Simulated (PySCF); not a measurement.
B3LYP has the VWN-RPA correlation part, as in Gaussian. Excitations are Tamm–Dancoff values on a coarser integration grid. The basis has no diffuse functions, so Rydberg states are missing or too high.

Cartesian coordinates (Å):
SMILES: COC
```xyz
9

C     -1.1494     0.1540    -0.1517
O      0.0811     0.0790    -0.8147
C      1.1596    -0.1441     0.0493
H     -1.9314     0.3296    -0.9053
H     -1.3886    -0.7841     0.3919
H     -1.1770     0.9848     0.5844
H      1.2702     0.6689     0.7975
H      2.0769    -0.1879    -0.5564
H      1.0586    -1.1001     0.6049
```
Charge 0, multiplicity 1.

Task: Give the T1 excitation (TDA), HOMO–LUMO gap and S1 excitation (TDA) at the level B3LYP-D3(BJ)/def2-TZVP // B3LYP-D3(BJ)/def2-SVP (PySCF 2.14.0).

Result: 
```yaml
T1 excitation (TDA): 6.88 eV
HOMO–LUMO gap: 8.22 eV
S1 excitation (TDA): 7.13 eV
```
